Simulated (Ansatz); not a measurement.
Input (CCSDT(Q)/aug-cc-pV(D+d)Z; Ansatz, an electronic-structure program): A basis named .json is the Basis Set Exchange file of that set.

Ansatz 0.2 input:
```yaml
crystal:
  periodic: [false, false, false]
  atoms:
    - {symbol: C, position_ang: [-0.00973717, 0.14109779, -1.26067338]}
    - {symbol: Si, position_ang: [0.00458397, -0.06712142, 0.56953855]}
    - {symbol: H, position_ang: [-0.92502358, 0.27576638, -1.82585964]}
    - {symbol: H, position_ang: [0.89715728, 0.17658197, -1.85330504]}
    - {symbol: H, position_ang: [-0.01250272, 1.24978383, 1.26161923]}
    - {symbol: H, position_ang: [-1.19315147, -0.82096845, 1.01280927]}
    - {symbol: H, position_ang: [1.22776798, -0.78805063, 0.99523664]}
basis:
  gaussian:
    orbitals: aug-cc-pV_D+d_Z.json
magnetization: {spin_polarized: true, initial_magnetization: 1}
correlation: {method: ccsdt_q, electrons: outside_noble_gas}
```

Output:

```
Functional definition: HF
integrals: 0.31 GiB planned
1666 factors; integrals over basis functions are off by at most 1.7e-7 eV
mean field: 0.40 GiB planned
mean field evaluation 1: about -8968.8331 eV, gradient 1.5e1 eV
mean field evaluation 2: about -8968.8330 eV, gradient 1.5e1 eV
mean field evaluation 4: about -8970.8034 eV, gradient 1.9e0 eV
mean field evaluation 8: about -8970.8556 eV, gradient 1.1e-3 eV
mean field evaluation 16: about -8970.8549 eV, gradient 2.0e-1 eV
mean field -8970.85562007 eV, -329.6728633734 hartree, gradient 1.3e-6 eV, S^2 0.761092; 0 other end points of the search recorded, 0 dependent functions left out
6 core orbitals not correlated
reference -8970.85562007 eV, -329.6728633734 hartree; 7, 6 occupied and 87, 88 virtual orbitals, 1666 factors
second order -6.34518576 eV of doubles, -0.00000000 eV of singles
coupled cluster: 6.82 GiB planned
cycle   1  -7.23181320 eV  change   -8.9e-1 eV  update   7.5e-2
cycle   2  -7.70521041 eV  change   -4.7e-1 eV  update   3.0e-2
cycle   3  -7.77817045 eV  change   -7.3e-2 eV  update   1.3e-2
cycle   4  -7.77287740 eV  change    5.3e-3 eV  update   5.8e-3
cycle   5  -7.77588817 eV  change   -3.0e-3 eV  update   2.8e-3
cycle   6  -7.77583684 eV  change    5.1e-5 eV  update   1.3e-3
cycle   7  -7.77573184 eV  change    1.1e-4 eV  update   5.8e-4
cycle   8  -7.77625688 eV  change   -5.3e-4 eV  update   2.5e-4
cycle   9  -7.77633599 eV  change   -7.9e-5 eV  update   9.9e-5
cycle  10  -7.77621823 eV  change    1.2e-4 eV  update   5.1e-5
cycle  11  -7.77620806 eV  change    1.0e-5 eV  update   2.7e-5
cycle  12  -7.77621942 eV  change   -1.1e-5 eV  update   1.2e-5
cycle  13  -7.77623628 eV  change   -1.7e-5 eV  update   5.6e-6
cycle  14  -7.77624363 eV  change   -7.3e-6 eV  update   2.1e-6
cycle  15  -7.77624351 eV  change    1.2e-7 eV  update   9.1e-7
perturbative correction -0.00804021 eV, -0.0002954721 hartree
Total energy: -8978.63990379 eV, -329.9589305237 hartree
```
